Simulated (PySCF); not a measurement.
Molecule: SMILES CC(=C)C, C4H8.

Bonds (- single, = double, # triple, : aromatic): C1=C2, C2-C3, C2-C4. C1 carries H5, H6; C3 carries H7, H8, H9; C4 carries H10, H11, H12.

Frames of a GFN2-xTB Langevin trajectory at 400 K; GIAO PBE0/pcSseg-1 shieldings in PySCF 2.14.0 with density-fitted response routines, gas phase, non-relativistic; equivalent atoms averaged within each frame.

Shifts are taken against calculated references (same method and geometry level): TMS for ¹³C (186.93 ppm) and ¹H (31.72 ppm). The references are static minima.

Task: How do the shifts (ppm) fluctuate along the trajectory?

Result: 
```csv
time (fs),C2,C1,C3/C4,H5/H6,H7/H8/H9/H10/H11/H12
optimised geometry,150.6,117.1,27.1,5.04,1.81
250,156.1,118.7,27.2,5.57,2.03
425,150.6,120.9,23.4,5.55,1.55
625,154.5,110.5,31.5,4.93,1.98
800,145.8,116.6,26.7,5.19,1.95
1000,147.1,108.0,32.0,4.76,2.20
mean of frames,150.8,115.0,28.1,5.20,1.94
standard deviation,4.5,5.5,3.6,0.36,0.24
```

5 frames give an uncertainty of the mean of about the standard deviation over 2.2 at best, since frames this close in time may not be independent; classical motion lacks zero-point vibration, and the reference would need the same averaging.
